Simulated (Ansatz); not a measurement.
Basis-set extrapolation for `COCC#N` (PBE0-D4/def2-TZVP geometry, frozen core, Ansatz 0.2.0). Multiplicity 1, RHF reference.

```json
{"": "HF", "def2-TZVPP": "-245.893664", "def2-QZVPP": "-245.904487"}
{"": "MP2 correlation", "def2-TZVPP": "-0.914175", "def2-QZVPP": "-0.977079"}
{"": "CCSD(T) correlation", "def2-TZVPP": "-0.979630", "def2-QZVPP": "-1.036392"}
```

Energies in hartree. Use E(X) = E(∞) + A·exp(−7.88·√X) for Hartree–Fock and E(X) = E(∞) + B·X^(−2.97) for correlation, with X = 3 and 4.

Task: What is the CCSD(T) energy at the basis-set limit?

Result: HF limit: -245.904487 + (-0.010823) × 0.13774 = -245.90598. Correlation limit: -1.036392 + (-0.056762) × 0.74074 = -1.07844. Total: -246.98442 hartree, 291.8 kJ/mol below CCSD(T)/def2-TZVPP.
